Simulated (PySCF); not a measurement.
SiH2, SMILES [SiH2] (connectivity only; charge and spin as stated), neutral, multiplicity 1. Atoms are numbered in the order given.

```xyz
3

Si     0.0000     0.0000     0.1334
H      0.0000    -1.0896    -0.9340
H      0.0000     1.0896    -0.9340
```

Geometry optimised at PBE0-D3(BJ)/def2-TZVPD. The isomer is the one that the SMILES or the coordinates give; other isomers of the formula were not compared.

Calculation: PBE0-D3(BJ)/def2-TZVPD in PySCF 2.14.0.

Frequencies are harmonic and unscaled.

Computed harmonic wavenumbers and intensities:
| mode | ν (cm⁻¹) | IR (km/mol) | moving atoms (share of kinetic energy) |
|---|---|---|---|
| 1 | 1009 | 73.7 | H 97 % |
| 2 | 2046 | 217.1 | H 97 % |
| 3 | 2050 | 255.9 | H 96 % |
